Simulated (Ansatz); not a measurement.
Reaction: C3H5N (propa-1,2-dien-1-amine, SMILES C=C=CN) → C3H3 (SMILES [CH]=C=C, doublet) + NH2 (SMILES [NH2], doublet) (the C-N bond breaks)
Each species at its own B3LYP-D3(BJ)/def2-TZVP minimum (Ansatz, a quantum-chemistry and plane-wave program), one conformer.

Quantity: bond dissociation energy (electronic), in kcal/mol. Open shells are spin-unrestricted; no spin-orbit coupling. CBS(X,Y): correlation extrapolated as X^-3, Hartree-Fock from the larger set. A bracket is a step between two methods taken in the basis named. The functionals are non-relativistic, so their misses hold any scalar relativity. Double hybrids freeze cores in their MP2 part. '+ core + X2C': CCSD(T) terms for core correlation (cc-pwCVTZ) and scalar relativity (cc-pVTZ-DK). The UHF reference of C3H3 ([CH]=C=C, doublet) is spin-contaminated (<S^2> up to 0.21 over the pure value in the sets run).

CCSD(T)/CBS(cc-pVTZ,cc-pVQZ) + [CCSDT(Q) - CCSD(T)]/cc-pVDZ + core + X2C (Ansatz) gives 83.9 kcal/mol.

Question: How far off this value is PBE/def2-TZVPD (Ansatz), in which direction, and how far these levels: r2SCAN/def2-TZVPD, B3LYP/def2-TZVPD, PBE0/def2-TZVPD, wB97M-V/def2-TZVPD, B2PLYP/def2-TZVPD, CCSD(T)/CBS(cc-pVTZ,cc-pVQZ) + core + X2C?

Answer: PBE gives 86.2 kcal/mol, 2.3 kcal/mol above it. Differences of the others: r2SCAN/def2-TZVPD (Ansatz) -5.7; B3LYP/def2-TZVPD (Ansatz) -4.8; PBE0/def2-TZVPD (Ansatz) -0.4; wB97M-V/def2-TZVPD (Ansatz) 1.3; B2PLYP/def2-TZVPD (Ansatz) -2.8; CCSD(T)/CBS(cc-pVTZ,cc-pVQZ) + core + X2C (Ansatz) 0.4 kcal/mol.
